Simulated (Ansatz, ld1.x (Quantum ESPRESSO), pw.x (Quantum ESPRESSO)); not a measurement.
What a changed setting does to a pw.x run (bcc K)

Potential: PAW, ld1.x (Quantum ESPRESSO) 7.5, PBEsol; core [Ne], reference 3s2 3p6 3d0 4s0.75 4p0; waves: 3s (bound): rcut 1.70, rcutus 1.85 bohr; 4s (bound): rcut 1.70, rcutus 1.85 bohr; 3p (bound): rcut 2.35, rcutus 2.85 bohr; 4p (bound, empty): rcut 2.35, rcutus 2.85 bohr; 3d (bound, empty): rcut 3.60, rcutus 4.50 bohr; 3d channel at 0.85 Ry: rcut 3.60, rcutus 4.50 bohr; local part: all-electron potential smoothed inside 3.75 bohr (lloc = -1); core correction: a·sin(br)/r model core inside 1.84 bohr; augmentation: PSQ, inside the norm-conserving radii.

The reference run (k-mesh 9³, cutoffs 40/320 Ry, Fermi–Dirac 0.01 Ry, mixing_beta 0.4, conv_thr 1e-9, no spin) gives 0.02 GPa at 71.488 Å³/atom, where all-electron LAPW gives -0.01 GPa. This run, with its own iteration cap, changes k-mesh shift to 1.

```
&control
  calculation='scf', prefix='x', pseudo_dir='./', outdir='./tmp', tstress=.true., disk_io='none'
/
&system
  ibrav=0, nat=1, ntyp=1, ecutwfc=40, ecutrho=320, nbnd=12,
  occupations='smearing', smearing='fd', degauss=0.01
/
&electrons
  conv_thr=1e-09, mixing_beta=0.4, electron_maxstep=60
/
ATOMIC_SPECIES
K 1.0 K.UPF
CELL_PARAMETERS angstrom
  -2.61451448 2.61451448 2.61451448
  2.61451448 -2.61451448 2.61451448
  2.61451448 2.61451448 -2.61451448
ATOMIC_POSITIONS crystal
K 0.0000 0.0000 0.0000
K_POINTS automatic
9 9 9 1 1 1
```

```bash
pw.x < K.scf.in > K.scf.out
```

Q: How does the run end?

A: It converges in 20 iterations; the free energy moves by +1.4 meV/atom and the pressure by +0.00 GPa.

```
Message from routine setup:
     using ibrav=0 with symmetry is DISCOURAGED, use correct ibrav instead
     lattice parameter (alat)  =       8.5576  a.u.
     unit-cell volume          =     482.4249 (a.u.)^3
     number of electrons       =         9.00
     number of Kohn-Sham states=           12
     kinetic-energy cutoff     =      40.0000  Ry
     charge density cutoff     =     320.0000  Ry
     scf convergence threshold =      1.0E-09
     Exchange-correlation= SLA  PW   PSX  PSC
     number of k points=    35  Fermi-Dirac smearing, width (Ry)=  0.0100
     iteration #  1     ecut=    40.00 Ry     beta= 0.40
     total energy              =    -111.37819966 Ry
     estimated scf accuracy    <       0.06049102 Ry
     iteration #  2     ecut=    40.00 Ry     beta= 0.40
     total energy              =    -111.37288565 Ry
     estimated scf accuracy    <       0.01280094 Ry
     iteration #  3     ecut=    40.00 Ry     beta= 0.40
     total energy              =    -111.37708507 Ry
     estimated scf accuracy    <       0.00034273 Ry
     iteration #  4     ecut=    40.00 Ry     beta= 0.40
     c_bands:  1 eigenvalues not converged
     c_bands:  1 eigenvalues not converged
     c_bands:  1 eigenvalues not converged
     c_bands:  2 eigenvalues not converged
     c_bands:  3 eigenvalues not converged
     c_bands:  1 eigenvalues not converged
     [... 9 repeated lines left out ...]
     total energy              =    -111.37802437 Ry
     estimated scf accuracy    <       0.00222672 Ry
     iteration #  5     ecut=    40.00 Ry     beta= 0.40
     [... 1 repeated lines left out ...]
     total energy              =    -111.37747542 Ry
     estimated scf accuracy    <       0.00168731 Ry
     iteration #  6     ecut=    40.00 Ry     beta= 0.40
     [... 1 repeated lines left out ...]
     total energy              =    -111.37727779 Ry
     estimated scf accuracy    <       0.00060968 Ry
     [... 8 iterations left out ...]
     iteration # 15     ecut=    40.00 Ry     beta= 0.40
     total energy              =    -111.37729660 Ry
     estimated scf accuracy    <       0.00000255 Ry
     iteration # 16     ecut=    40.00 Ry     beta= 0.40
     total energy              =    -111.37729742 Ry
     estimated scf accuracy    <       0.00000037 Ry
     iteration # 17     ecut=    40.00 Ry     beta= 0.40
     total energy              =    -111.37729718 Ry
     estimated scf accuracy    <       0.00000047 Ry
     iteration # 18     ecut=    40.00 Ry     beta= 0.40
     total energy              =    -111.37729718 Ry
     estimated scf accuracy    <       0.00000006 Ry
     iteration # 19     ecut=    40.00 Ry     beta= 0.40
     total energy              =    -111.37729718 Ry
     estimated scf accuracy    <       0.00000001 Ry
     iteration # 20     ecut=    40.00 Ry     beta= 0.40
     the Fermi energy is     1.8215 ev
!    total energy              =    -111.37729719 Ry
     estimated scf accuracy    <          5.6E-10 Ry
     smearing contrib. (-TS)   =      -0.00350519 Ry
     The total energy is F=E-TS. E is the sum of the following terms:
     one-electron contribution =     -35.46952940 Ry
     hartree contribution      =      19.70608387 Ry
     xc contribution           =      -8.48348209 Ry
     ewald contribution        =     -29.83149513 Ry
     one-center paw contrib.   =     -57.29536926 Ry
     convergence has been achieved in  20 iterations
          total   stress  (Ry/bohr**3)                   (kbar)     P=        0.24
     Message from routine punch:
     Nothing written, as per user request (disk_io='none')
```

The run took about 49 s on one core of a shared host (Neoverse-V1, 32 threads, 247 GiB, load 21).
